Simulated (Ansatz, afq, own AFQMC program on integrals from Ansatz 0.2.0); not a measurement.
**Cl, doublet: AFQMC among the cluster methods**

A free Cl atom.

Basis aug-cc-pVTZ. Noble-gas cores (and the filled d shells of Ga–Kr and In–Xe) are frozen. Ansatz 0.2.0 and our own AFQMC program on the same integrals; the CISD trial comes from CCSD amplitudes, and released means the phaseless constraint is let go. Uncertainties: one standard error, sampling alone.

Determinant: UHF, the one that the program's search chose, which needn't be the lowest solution.

No full CI on the walks' own integrals is used here; CCSDT(Q) serves as the reference and is uncertain by about the last step of the cluster series.

The T1 diagnostic is 0.0071. The weight of the determinant in the CISD state is 0.929 and the ⟨S²⟩ of the determinant is 0.760. The size of the correlated space is 7 electrons in 45 orbitals.

| level | correlation energy (eV) |
| --- | --- |
| MP2 | -4.3909 |
| CCSD | -5.0091 |
| CCSD(T) | -5.1769 |

Task: Estimate where phaseless AFQMC with the Hartree–Fock trial lies against CCSD(T) on the same integrals.

Result: 8.5 ± 1.2 kJ/mol above CCSD(T).

Reference: CCSDT(Q), correlation energy -5.201 eV. The released energy is read at 1.50 1/Eh (meV from the phaseless value at times in 1/Eh: -4.2 ± 1.9 at 0.24, -5.4 ± 1.5 at 0.50, -6.8 ± 1.3 at 1.00, -6.8 ± 2.4 at 1.50).

```tsv
level	E − E(reference) (kJ/mol)	share of correlation (%)
CCSD(T)	2.3	99.54
CCSDT	0.5	99.90
ph-AFQMC/HF	10.9 ± 1.2	97.83
ph-AFQMC/CISD	0.8 ± 0.2	99.84
released AFQMC	0.1 ± 0.2	99.98
```

A walk keeps the symmetry of its determinant, which the program's search chose and which needn't be the lowest solution, so a lower state of the same spin and another symmetry isn't excluded. Released energies are given only where the last usable release times agree within the noise; a slower fall can still hide under it.
